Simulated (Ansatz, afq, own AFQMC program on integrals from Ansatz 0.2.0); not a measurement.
CH$_{5}$B, triplet: AFQMC among the cluster methods

```
atom    x (Å)    y (Å)    z (Å)
   B  -1.3413   0.0000   0.0000
   H  -1.9380   1.0336   0.0000
   H  -1.9380  -1.0336   0.0000
   H   0.0287   0.0000   0.0000
   C   1.2507   0.0000   0.0000
   H   1.6652   0.0000   0.9962
   H   1.6652   0.0000  -0.9962
```

Basis cc-pVDZ. Noble-gas cores (and the filled d shells of Ga–Kr and In–Xe) are frozen. AFQMC by an in-house program on the Cholesky factors that Ansatz 0.2.0 writes for its CCSD(T) run. ph-AFQMC/CISD is guided by a CISD state made of CCSD amplitudes; releasing the constraint for a short imaginary time cuts its bias at the price of noise, slowly where states lie close. ± is one standard error of the sampling.

Determinant: UHF, the one that the program's search chose, which needn't be the lowest solution. The geometry is a point of a scan.

No full CI on the walks' own integrals is used here; CCSDT(Q) serves as the reference and is uncertain by about the last step of the cluster series.

Cautions: lower spins were not checked.

* T1 diagnostic: 0.0113
* weight of the determinant in the CISD state: 0.892
* ⟨S²⟩ of the determinant: 2.032
* size of the correlated space: 12 electrons in 51 orbitals

```json
{"level": "MP2", "correlation energy (eV)": "-5.5684"}
{"level": "CCSD", "correlation energy (eV)": "-6.7518"}
{"level": "CCSD(T)", "correlation energy (eV)": "-6.8890"}
```

Problem. Estimate where phaseless AFQMC with the Hartree–Fock trial lies against CCSD(T) on the same integrals.

Solution. 58.5 ± 26.4 meV below CCSD(T).

Reference: CCSDT(Q), correlation energy -6.921 eV. The released energy is read at 2.40 1/Eh (meV from the phaseless value at times in 1/Eh: -1 ± 3 at 0.24, -4 ± 3 at 0.51, -6.2 ± 2.2 at 0.99, -5 ± 3 at 1.62, -6 ± 3 at 2.40).

```json
{"level": "CCSD(T)", "E − E(reference) (meV)": "32.2", "share of correlation (%)": "99.53"}
{"level": "CCSDT", "E − E(reference) (meV)": "6.0", "share of correlation (%)": "99.91"}
{"level": "ph-AFQMC/HF", "E − E(reference) (meV)": "-26.3 ± 26.4", "share of correlation (%)": "100.38"}
{"level": "ph-AFQMC/CISD", "E − E(reference) (meV)": "2.9 ± 2.7", "share of correlation (%)": "99.96"}
{"level": "released AFQMC", "E − E(reference) (meV)": "-3.2 ± 3.0", "share of correlation (%)": "100.05"}
```

A walk keeps the symmetry of its determinant, which the program's search chose and which needn't be the lowest solution, so a lower state of the same spin and another symmetry isn't excluded. Released energies are given only where the last usable release times agree within the noise; a slower fall can still hide under it.
